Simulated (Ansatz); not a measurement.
**CHOSi+ (quintet): the correlation ladder, def2-TZVPP**

One table from this session's results is given with a row withheld; the runs are named, their logs left out.

The runs use Ansatz 0.2.0, Gaussian basis; def2-TZVPP, core rule «outside noble gas», up to 7 orbitals frozen.

The runs, in order: UHF; ROHF; CCSD(T) on UHF.

### The geometry

The geometry is a PBE0/def2-TZVP stationary point (not a proven minimum) of the parent state, kept for this charge and spin.

4 atoms, charge 1, spin multiplicity 5.

Atoms are counted from 1 here; the program's logs count them from 0.

Bond lengths: O1–C2 1.195 Å, C2–Si3 1.957 Å, C2–H4 1.107 Å. Angles: O1–C2–Si3 126.3°, O1–C2–H4 123.6°, Si3–C2–H4 110.1°.

Set-up of the first run:

The input, in.yaml:

```yaml
crystal:
  periodic: [false, false, false]
  atoms:
    - {symbol: O, position_ang: [0.000000, -0.313583, 1.598105]}
    - {symbol: C, position_ang: [0.000000, 0.436706, 0.668068]}
    - {symbol: Si, position_ang: [0.000000, -0.063363, -1.223700]}
    - {symbol: H, position_ang: [0.000000, 1.539364, 0.769440]}
basis:
  gaussian: {orbitals: def2-TZVPP}
total_charge: 1
magnetization: {spin_polarized: true, initial_magnetization: 4}
hamiltonian: {xc: hf}
output: {orbitals: {seedname: orbitals}}
```

The run is started by

```
$ ansatz run in.yaml --threads 1 --pin off --events-out ev --progress --plain --max-ram 4096MiB --backend cpu
```

Among the steps run: UHF; ROHF; CCSD(T) on UHF.

One of the session's tables, all rows but one given; the rest of the session is left out.

```
  method  from UCCSD(T) (meV)
    ROHF             +11737.5
     UHF             +11460.7
    UMP2                    ?
   UCCSD               +507.5
UCCSD(T)                    0
```

Estimate the missing values for UMP2.

The run gave: from UCCSD(T) (meV): +1418.8. In the column «from UCCSD(T) (meV)» it lies between UCCSD (+507.5) and UHF (+11460.7).
